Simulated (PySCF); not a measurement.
# Chlorine: a sound run and one with changed settings

Sound run: Cl [Ne] 3s2 3p5, Cl+ [Ne] 3s2 3p4. Calculation: PySCF 2.14, in x2c-SVPall (4s3p1d, 18 functions); scalar relativity by spin-free X2C-1e. In the sound run the correlated levels freeze [Ne]. The sound run starts from symmetry-adapted Hartree-Fock orbitals and uses a fine grid where one is needed.

A second run was set up differently.

| species | method | sound run (hartree) | changed run (hartree) | converged |
| --- | --- | --- | --- | --- |
| Cl | MP2 | -460.82149 | -460.78429 | yes |
| Cl | CCSD(T) | -460.83918 | -460.79476 | yes |
| Cl+ | MP2 | -460.36910 | -460.32342 | yes |
| Cl+ | CCSD(T) | -460.38921 | -460.33275 | yes |

Ionisation energy of Cl:

```tsv
method	sound run (eV)	changed run (eV)
UHF	11.764	11.764
MP2	12.310	12.541
SCS-MP2	12.295	12.596
CCSD	12.245	12.567
CCSD(T)	12.244	12.572
```

Problem. What was changed?
A. too few SCF iterations
B. a valence shell is frozen
C. level shift left on
D. basis contracted for another Hamiltonian

Solution. B. Freezing a valence shell removes pair correlation that changes on ionisation.
